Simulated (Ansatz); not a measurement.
Computed with Ansatz on PBE0-D4/def2-TZVP structures; ΔE is electronic, products minus reactants. CCSD(T)/CBS adds triple-zeta CCSD(T) − MP2 to the extrapolated MP2 energy (def2 sets, frozen cores). This one scheme is used for every species. Functionals use def2-TZVPP. HSE06 is defined as in plane-wave codes. Each species was taken in one conformer, which may not be the lowest.

`CCCCCS` + H₂S → `SCCCS` + `CC`  (substitution at a C–C bond)

Q: Is it downhill or uphill in electronic energy at CCSD(T)/CBS, and by how much? (An estimate is asked.)

A: The calculation gave: Uphill: ΔE = +10.0 kJ/mol.

Q: What do these levels give: revPBE-D4, PBE0-D4, r2SCANh-D4, HSE06-D4, B2PLYP, BLYP, r2SCANh, HF/def2-SVP, CCSD(T)/def2-SVP, MP2/def2-TZVPP, SCS-MP2/def2-TZVPP, CCSD/CBS(def2)? (Estimate.)

A: Computed: revPBE-D4 5.5, PBE0-D4 7.1, r2SCANh-D4 7.5, HSE06-D4 6.7, B2PLYP 4.9, BLYP -1.8, r2SCANh 6.1, HF/def2-SVP 12.7, CCSD(T)/def2-SVP 19.2, MP2/def2-TZVPP 10.8, SCS-MP2/def2-TZVPP 9.3, CCSD/CBS(def2) 10.4 kJ/mol.

Largest T1 diagnostic among the species: 0.010.

In def2-TZVPP, CCSD(T) changes the Hartree–Fock value by +7.8 kJ/mol (the triples alone add −0.3 kJ/mol) and MP2 by +6.1 kJ/mol. The D4 term adds +4.6 kJ/mol with B3LYP and +3.0 kJ/mol with PBE0; it sums over pairs of atoms, weighted by their polarisabilities, and B3LYP, whose exchange is more repulsive, gets the larger term.

B3LYP here is the variant with VWN-RPA as its local correlation; programs differ in this.
